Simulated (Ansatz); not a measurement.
Consider Ge in the diamond structure (space group Fd-3m, No. 227; a = 5.6761 Å).

Calculations: PBEsol, PAW, 420 eV (Ansatz, a program for electronic structure; without spin-orbit coupling), earlier PAW set.

One thing is altered: every Ge is replaced by Si, then cell and atoms are relaxed.

Measured lattice parameter a: Ge 5.644 Å (static lattice; corrected from measurement; as listed in Daniel Mejia-Rodriguez, S. B. Trickey, Phys. Rev. B (2018)); Si 5.421 Å (static lattice; corrected from measurement; as listed in Daniel Mejia-Rodriguez, S. B. Trickey, Phys. Rev. B (2018)).

Task: How well does PBEsol reproduce the measured shift?

Result: With PBEsol the lattice parameter a moves by -0.243 Å (5.676 → 5.434) against -0.223 Å measured.

Whether these cells are dynamically stable was not tested.
